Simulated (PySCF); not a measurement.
# C₃H₅FO₂: electronic excitations and core binding energies

Aim: predict the electronic excitations and core binding energies of C₃H₅FO₂ (`CO[C@@H]1O[C@@H]1F`).

Computed with PySCF 2.14.0, with density-fitted response routines of our own, on a single molecule in the gas phase. Atoms count from 0, in the outputs and in this text.

## 1. The molecule as given

11 atoms, charge 0, multiplicity 1; geometry from: GFN2-xTB.

Bonds of the start (Å): C0–O1 1.42, O1–C2 1.36, C2–O3 1.41, O3–C4 1.37, C4–F5 1.35, C4–C2 1.46, C0–H6 1.09, C0–H7 1.09, C0–H8 1.09, C2–H9 1.09, C4–H10 1.09.

## 2. TDDFT and polarisability: wB97X-D/def2-SVPD

Job settings and geometry (Å):

```
{"job": {"kind": "uv", "xc": "wB97X-D", "basis": "def2-SVPD", "nstates": 8, "ntriplets": 3}, "charge": 0, "multiplicity": 1}
C      1.697588    -0.170829    -0.491247
O      0.472006    -0.750678    -0.069497
C     -0.601302     0.066640    -0.232044
O     -0.808553     1.110162     0.697238
C     -1.675444     0.049454     0.762647
F     -1.563162    -0.756479     1.834923
H      1.654462     0.092306    -1.553198
H      2.456927    -0.930657    -0.327069
H      1.925927     0.721325     0.097073
H     -0.833515     0.350675    -1.262236
H     -2.719510     0.220750     0.517445
```

Method: TDDFT wB97X-D/def2-SVPD, vertical, gas phase, core orbitals frozen in the response.

Launch:

```console
$ OMP_NUM_THREADS=1 python probes_run.py task.json out
```

This one command runs all jobs of the session in turn.

**Question.** This job is followed by: delta-SCF UKS SCAN, pcX-2 on the ionised atom, pcseg-1 elsewhere, spin-free X2C. Predict these results of the whole session: lowest singlet (wB97X-D/def2-SVPD); brightest single state of those computed; lowest triplet; surface potential, 1st and 99th percentile; C1s binding energies, SCAN/pcX-2; O1s binding energies, SCAN/pcX-2; F1s binding energies, SCAN/pcX-2.

**Answer**, as computed:

| quantity | value |
| --- | --- |
| lowest singlet (wB97X-D/def2-SVPD) | 8.39 eV (148 nm), f = 0.010 |
| brightest single state of those computed | state 7, 9.40 eV, f = 0.060 |
| lowest triplet | 8.25 eV |
| surface potential, 1st and 99th percentile | -1.33 V and 1.30 V |
| C1s binding energies, SCAN/pcX-2 | C4 294.82, C2 294.02, C0 292.60 eV |
| O1s binding energies, SCAN/pcX-2 | O1 539.24, O3 539.18 eV |
| F1s binding energies, SCAN/pcX-2 | F5 693.06 eV |

What this shows: The first singlet state (HOMO→LUMO 0.73, HOMO−1→LUMO 0.11) lies at 8.39 eV and is weak; of the 8 states computed, the strongest absorption comes from state 7 at 9.40 eV. The lowest triplet lies 0.14 eV below the lowest singlet (triplets in Tamm-Dancoff, singlets in full TDDFT). C4 (three-membered-ring carbon bearing a halogen) binds its C1s electron 2.22 eV more tightly than C0 (methyl carbon bonded to O). The O1s levels computed lie within 0.05 eV of one another, too close to rank.
